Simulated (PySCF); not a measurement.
## Static response to an electric field

Dimethylphosphine, C2H7P.
Numbering: `[CH3:1][PH:2][CH3:3]` (hydrogens: H4, H5, H6 on C1; H7 on P2; H8, H9, H10 on C3)

Geometry (PBE0-D3(BJ)/def2-SVP, Å), atoms numbered from 1 in this order:
```xyz
10
C2H7P angstrom
C      1.3667    0.2082   -0.1315
P      0.1951   -0.3993    1.1711
C     -1.4114    0.1901    0.4566
H      2.3639   -0.2226    0.0434
H      1.4595    1.3016   -0.0444
H      1.0463   -0.0375   -1.1556
H      0.1059   -1.7493    0.7078
H     -2.2466   -0.2516    1.0205
H     -1.5310   -0.0556   -0.6097
H     -1.4738    1.2827    0.5754
```

Level: PBE0/def2-SVPD (PySCF), static field, nuclei fixed, core orbitals frozen in the response. The polarisability tensor in these axes (au):

```
x   60.14 -0.49 -1.91
y   -0.49 50.11 -2.66
z   -1.91 -2.66 51.42
```

Question: Give the principal values, the mean and the anisotropy Δα = √{½[(α1 − α2)² + (α2 − α3)² + (α1 − α3)²]}.

Answer: Principal values 47.83, 53.30 and 60.54 au; mean 53.89 au = 7.99 Å³ = 8.89 × 10⁻⁴⁰ C²·m²/J; Δα = 11.05 au (20 % of the mean).

Question: What is the dipole moment, and where does it point?

Answer: (-0.27, 0.25, -1.27) D, 1.32 D in size, pointing from the negative to the positive side. Measured along this direction, the outermost atoms are P2 at the negative end and H6 and H9 at the positive end.

Question: Refractivity n − 1 of an ideal gas of it at 500 K and 1 atm, from the electronic α?

Answer: N = p/kT = 1.4678 × 10¹⁹ cm⁻³, so n − 1 = 2π × N × 7.99 × 10⁻²⁴ cm³ = 736 × 10⁻⁶ at long wavelengths.

Question: What depolarisation ratio follows for Rayleigh scattering of linearly polarised light, taking the static tensor?

Answer: ρ = 3Δα²/(45ᾱ² + 4Δα²) = 366.1/(130690 + 488.2) = 0.00279.

Question: Traceless (Buckingham) quadrupole moment about the centre of nuclear charge: eigenvalues?

Answer: -3.78, 1.21, 2.57 D·Å. The values depend on the origin, since the dipole doesn't vanish. The electronic extent ⟨r²⟩ about the same centre is 295 bohr², a root-mean-square distance of 1.56 Å for the 34 electrons.

Question: Form Σ f/ω² (atomic units) for the 10 lowest TDDFT singlets, given as eV and f, and set it beside the mean polarisability, which is this sum over all singlets: 6.09, 0.0335; 6.37, 0.0739; 7.28, 0.1221; 7.39, 0.0517; 8.03, 0.0203; 8.10, 0.0573; 8.26, 0.0013; 8.65, 0.0185; 8.82, 0.0279; 8.89, 0.0111.

Answer: They add up to 5.87 au, 10.9 % of the 53.89 au; the largest single term is 1.71 au, from the state at 7.28 eV. Terms in order: 0.67, 1.35, 1.71, 0.70, 0.23, 0.65, 0.01, 0.18, 0.27, 0.10 au. Higher excitations give the rest. The strengths listed sum to 0.418.

Question: How large is μ²/3kT at 250 K beside α?

Answer: In Gaussian units μ²/3kT = 16.89 Å³ against 7.99 Å³, a ratio of 2.12; the Debye molar polarisation (4π/3)N_A(α + μ²/3kT) is 62.8 cm³/mol, leaving out the vibrational part.

Isolated species at its PBE0-D3(BJ)/def2-SVP geometry, gas phase.

These values come from a run that also computed excited states and ΔSCF ions. Hardware: one thread, Arm Neoverse V1, no GPU, shared host. Cost: 13 s.
